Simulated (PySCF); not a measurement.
Isomers of C4H10N2. Level of theory: TDDFT CAM-B3LYP/def2-SVPD, vertical, gas phase, core orbitals frozen in the response (PySCF). Geometries: GFN2-xTB; one conformer of each isolated species. Triplets are in the Tamm–Dancoff approximation. 'Strongest' means the level of largest summed f among the lowest 8 singlets; it needn't be the same kind of state in each.

Question: Rank by computed lowest singlet excitation energy, highest first.
A. `C[C@@H]1CCNN1`
B. `C=CCN(C)N`
C. `NN1CCCC1`
D. `CN1CCN1C`
E. `C=CN(C)NC`
F. `CN(N)C1CC1`

Answer: A (6.48 eV), F (6.33 eV), B (6.12 eV), D (5.76 eV), E (5.50 eV), C (5.30 eV).

| SMILES | S1 (eV) | first f ≥ 0.01 (nm) | HOMO (eV) | gap (eV) | f (strongest) | LUMO (eV) | S1 mainly |
| --- | --- | --- | --- | --- | --- | --- | --- |
| C[C@@H]1CCNN1 | 6.48 | 187 | -8.31 | 9.64 | 0.04 | 1.33 | H→L (51%) |
| CN(N)C1CC1 | 6.33 | 196 | -7.82 | 9.33 | 0.05 | 1.51 | H→L (79%) |
| C=CCN(C)N | 6.12 | 203 | -7.88 | 9.19 | 0.28 | 1.31 | H→L (91%) |
| CN1CCN1C | 5.76 | 202 | -7.01 | 8.55 | 0.08 | 1.54 | H→L (94%) |
| C=CN(C)NC | 5.50 | 226 | -6.96 | 8.20 | 0.23 | 1.23 | H→L (90%) |
| NN1CCCC1 | 5.30 | 180 | -7.00 | 8.39 | 0.02 | 1.39 | H→L (84%) |

H and L stand for HOMO and LUMO.

Mean S1 by what the SMILES shows (count): single bonds only 5.97 eV (4); a double or triple bond but no aromatic ring 5.81 eV (2).

- `C[C@@H]1CCNN1`: Löwdin shares by element: HOMO nitrogen 68%, carbon 17% or more (atoms not listed hold the other 15%); LUMO carbon 38% or more, hydrogen 7% or more (atoms not listed hold the other 55%).
- `CN(N)C1CC1`: Löwdin shares by element: HOMO nitrogen 67%, carbon 15% or more (atoms not listed hold the other 19%); LUMO hydrogen 22% or more, carbon 22% or more (atoms not listed hold the other 57%).
- `C=CCN(C)N`: Löwdin shares by element: HOMO nitrogen 67%, carbon 15% or more (atoms not listed hold the other 18%); LUMO hydrogen 28% or more, carbon 25% or more (atoms not listed hold the other 47%).
- `CN1CCN1C`: Löwdin shares by element: HOMO nitrogen 71%, carbon 10% or more (atoms not listed hold the other 19%); LUMO carbon 50% (atoms not listed hold the other 50%).
- `C=CN(C)NC`: Löwdin shares by element: HOMO carbon 43% or more, nitrogen 38% (atoms not listed hold the other 19%); LUMO carbon 36% or more, hydrogen 19% or more (atoms not listed hold the other 45%).
- `NN1CCCC1`: Löwdin shares by element: HOMO nitrogen 76%, carbon 4% or more (atoms not listed hold the other 20%); LUMO carbon 24% or more, hydrogen 18% or more (atoms not listed hold the other 58%).
